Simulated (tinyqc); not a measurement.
Inside a calculation. Method: CCD on RHF in the sto-3g basis, frozen core, for LiH, spin multiplicity 1. One step of it, computed by the program tinyqc.

Task: CCD: starting amplitudes. t_ij^ab = <ij||ab> / (e_i + e_j - e_a - e_b), whose energy is MP2.

orbital energies (hartree): MO1 -2.360025, MO2 -0.253080, MO3 0.073779, MO4 0.162398, MO5 0.162398, MO6 0.442040

Two-electron integrals over orbitals (pq|rs), unique and non-zero (hartree); the lowest 1 orbital is frozen and left out:
```
(22|22) 0.462517    (32|22) -0.055579   (32|32) 0.018010    (33|22) 0.215366
(33|32) 0.012309    (33|33) 0.332347    (42|42) 0.021735    (43|42) 0.019858
(43|43) 0.041330    (44|22) 0.252787    (44|32) 0.010636    (44|33) 0.280655
(44|44) 0.312946    (52|52) 0.021735    (53|52) 0.019858    (53|53) 0.041330
(54|54) 0.016869    (55|22) 0.252787    (55|32) 0.010636    (55|33) 0.280655
(55|44) 0.279207    (55|55) 0.312946    (62|22) 0.112358    (62|32) -0.040486
(62|33) -0.018194   (62|44) -0.031577   (62|55) -0.031577   (62|62) 0.128603
(63|22) -0.054955   (63|32) 0.014239    (63|33) 0.036277    (63|44) 0.005931
(63|55) 0.005931    (63|62) -0.036474   (63|63) 0.028835    (64|42) -0.018970
(64|43) -0.012657   (64|64) 0.019613    (65|52) -0.018970   (65|53) -0.012657
(65|65) 0.019613    (66|22) 0.434556    (66|32) -0.047504   (66|33) 0.239116
(66|44) 0.261833    (66|55) 0.261833    (66|62) 0.109811    (66|63) -0.045767
(66|66) 0.432644
```

Give: Starting amplitudes; correlation energy.

Result:

Starting amplitudes (spin orbitals 1a, 1b, ...; amplitudes related by a flip of all spins are not repeated):
```
from      to        t
2a 2b  6a 6b  -0.0925
2a 2b  3a 6b   0.0396
2a 2b  3a 3b  -0.0275
2a 2b  4a 4b  -0.0262
2a 2b  5a 5b  -0.0262
```

correlation energy = -0.016737 hartree
